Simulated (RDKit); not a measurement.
Job for RDKit: UFF on C2H10N2 (a complex).

```python
from rdkit import Chem
from rdkit.Chem import AllChem, rdDetermineBonds

blocks = [
'''7

N    -1.56118986    0.23625726   -0.64318517
H    -0.73259486   -0.34859574   -0.69352717
H    -2.22301786   -0.15340174   -1.30142117
C    -2.12120786    0.15674026    0.70419383
H    -3.01528686    0.77458626    0.76541383
H    -2.38529486   -0.85050274    1.04169883
H    -1.40282486    0.56401626    1.41333383
''',
'''7

N     1.73222514   -0.72974874   -0.46721417
H     2.02849414   -0.45521074   -1.39520017
H     2.35577514   -1.47743874   -0.19201917
C     1.89245514    0.40546226    0.44646083
H     1.62226514    0.09076626    1.45211383
H     2.89986514    0.82723826    0.48343283
H     1.19991514    1.19123726    0.15380383
''',
]
mol = None
for b in blocks:
    f = Chem.MolFromXYZBlock(b)
    rdDetermineBonds.DetermineBonds(f, charge=0)
    mol = f if mol is None else Chem.CombineMols(mol, f)
Chem.SanitizeMol(mol)
print(Chem.MolToSmiles(Chem.RemoveHs(mol)))
ff = AllChem.UFFGetMoleculeForceField(mol, vdwThresh=100.0, ignoreInterfragInteractions=False)
e = ff.CalcEnergy()
print(f'UFF energy {e:.6f} kcal/mol')
```

The log:

```
CN.CN
UFF energy 5.833088 kcal/mol
```

The run finished.

Cost: roughly 0.010 core-seconds.
